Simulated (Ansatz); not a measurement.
A nudged elastic band was laid between two geometries of BH3 + H (5 atoms, charge 0, multiplicity 2).

These are results of UKS revPBE/def2-SVP (Ansatz 0.2.0), not measurements.

```json
{
 "movable images": "7",
 "climbing image": "yes",
 "spring": "5.0 eV/Å²",
 "optimiser": "fire",
 "start path": "through a guess of the saddle point",
 "force threshold": "0.05 eV/Å",
 "iteration limit": "60",
 "end points": "relaxed",
 "largest step": "0.02 Å"
}
```

First end point:

```xyz
5
Properties=species:S:1:pos:R:3
B 0.000 0.000 -0.415
H 0.000 0.000 0.800
H 1.052 0.000 -1.022
H -1.052 0.000 -1.022
H 0.000 0.000 4.309
```

Last end point:

```xyz
5
Properties=species:S:1:pos:R:3
B 0.000 0.000 -0.859
H 0.000 0.000 2.753
H 1.095 0.000 -1.382
H -1.095 0.000 -1.382
H 0.000 0.000 3.520
```

(1) Which bonds break or form, and what moves?

(2) What energy profile does the band end with?

(3) What is the geometry of the highest image?

Results:

(1) Bonds broken: B1–H2. Bonds formed: H2–H5. BH3 + H becomes BH2 + H2.

(2) It converged. The highest image is number 4 of 0 to 8, 29.1 kJ/mol above the first end and 24.4 kJ/mol above the last; the last end lies 4.7 kJ/mol above the first. Another band between the same ends (7 images) ends at a top of the same energy, where a vibrational analysis finds 2 clearly imaginary modes.

```
image  path coordinate (Å)  energy (kJ/mol)  B1–H2 (Å)  H2–H5 (Å)
    0                 0.00              0.0       1.22       3.51
    1                 0.54              0.4       1.22       2.91
    2                 1.08              2.8       1.22       2.31
    3                 1.62             10.1       1.23       1.69
    4                 2.16             29.1       1.54       0.94
    5                 2.69             16.2       2.12       0.79
    6                 3.23              7.9       2.61       0.77
    7                 3.78              5.2       3.11       0.77
    8                 4.33              4.7       3.61       0.77
```

(3) 
```xyz
5
Properties=species:S:1:pos:R:3
B 0.000 0.000 -0.047
H 0.000 0.000 1.488
H 1.078 0.000 -0.609
H -1.078 0.000 -0.609
H 0.000 0.000 2.426
```

Time of the run: 83 s on 1 thread of AMD EPYC 7R43 64-Core Processor (Zen 3), on a shared host, peak memory 0.11 GiB.
